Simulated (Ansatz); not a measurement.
# SiNH+ (doublet): the correlation ladder, cc-pVTZ

How much of the correlation energy of SiNH+ (doublet) does each wave-function method recover here?

Computed with Ansatz 0.2.0, Gaussian basis. Level: cc-pVTZ, core rule «outside noble gas», up to 6 orbitals frozen.

Plan: UHF; CCSD(T) on ROHF; CCSD(T) on UHF; BCCD(T) on ROHF; CCSDT(Q) on ROHF; CCSDT(Q) on UHF; CASSCF and MRCISD+Q, 9 electrons in 9 orbitals; CASSCF and NEVPT2, 9 electrons in 9 orbitals.

4 further runs of the same task are left out: 4 set aside as unsound or not needed.

### 1 The geometry

The geometry is a PBE0/def2-TZVP stationary point (not a proven minimum) of the parent state, kept for this charge and spin.

3 atoms, charge 1, spin multiplicity 2.

Atoms are counted from 1 here; the program's logs count them from 0.

Bond lengths: Si1–N2 1.701 Å, N2–H3 1.020 Å. Angles: Si1–N2–H3 125.4°.

Coordinates:

```xyz
3
HNSi
Si    0.00000    0.03295    0.60587
N     0.00000   -0.11379   -1.08895
H     0.00000    0.66309   -1.74958
```

### 2 UHF

in.yaml

```yaml
crystal:
  periodic: [false, false, false]
  atoms:
    - {symbol: Si, position_ang: [0.000000, 0.032951, 0.605869]}
    - {symbol: N, position_ang: [0.000000, -0.113788, -1.088955]}
    - {symbol: H, position_ang: [0.000000, 0.663088, -1.749585]}
basis:
  gaussian: {orbitals: cc-pVTZ}
total_charge: 1
magnetization: {spin_polarized: true, initial_magnetization: 1}
hamiltonian: {xc: hf}
output: {orbitals: {seedname: orbitals}}
```

Launch:

```sh
$ ansatz run in.yaml --threads 1 --pin off --events-out ev --progress --plain --max-ram 2816MiB --backend cpu
```

After this run come: CCSD(T) on ROHF; CCSD(T) on UHF; BCCD(T) on ROHF; CCSDT(Q) on ROHF; CCSDT(Q) on UHF; CASSCF and MRCISD+Q, 9 electrons in 9 orbitals; CASSCF and NEVPT2, 9 electrons in 9 orbitals.

Before running them: what should the planned runs give, taken together? Wanted: UCCSDT(Q) below the RHF energy; RMP2 from UCCSDT(Q); UMP2 from UCCSDT(Q); RCCSD from UCCSDT(Q); RCCSD(T) from UCCSDT(Q); UCCSD(T) from UCCSDT(Q); RCCSDT(Q) from UCCSDT(Q); NEVPT2 valence from UCCSDT(Q); MRCISD+Q valence from UCCSDT(Q).

As calculated:

| quantity | value |
| --- | --- |
| UCCSDT(Q) below the RHF energy | -7.6030 eV |
| RMP2 from UCCSDT(Q) | +101.1 kJ/mol |
| UMP2 from UCCSDT(Q) | +102.2 kJ/mol |
| RCCSD from UCCSDT(Q) | +32.6 kJ/mol |
| RCCSD(T) from UCCSDT(Q) | +4.6 kJ/mol |
| UCCSD(T) from UCCSDT(Q) | +4.6 kJ/mol |
| RCCSDT(Q) from UCCSDT(Q) | +0.3 kJ/mol |
| NEVPT2 valence from UCCSDT(Q) | +108.7 kJ/mol |
| MRCISD+Q valence from UCCSDT(Q) | +8.1 kJ/mol |
| levels within 1 kcal/mol (43 meV) | RCCSDT, UCCSDT, RCCSDT(Q) |
| T1 diagnostic | 0.025 |
| effectively unpaired electrons | 1.04 |

RCCSD(T) lands +4.6 kJ/mol from the yardstick (0.6 % of the correlation energy). One determinant dominates. Of the multireference levels listed MRCISD+Q valence comes nearest in total energy (+8.1 kJ/mol), which doesn't show that its space is the better one. These misses are within one basis, not against nature; the frozen cores of restricted and unrestricted runs differ, which can shift their rows.
